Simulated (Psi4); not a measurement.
This Psi4 input (PBE/6-31G**) gives -114.36914 Eh with 40 basis functions.

```
memory 2025 MB

molecule {
0 1
O    -0.00091616   -0.01015443    0.67280603
C     0.00071614    0.00793741   -0.52591197
H    -0.00265489    0.95544190   -1.09932737
H     0.00568738   -0.92183092   -1.12764904
}

set {
  basis 6-31g**
  scf_type df
}

energy('pbe')
print_variables()
```

Change:
```diff
- basis 6-31g**
+ basis aug-cc-pvqz
```

### Question
What does the run give now?

### Answer
-114.42564 Eh (PBE/aug-cc-pVQZ, 252 functions), a change of -56.50 mEh.
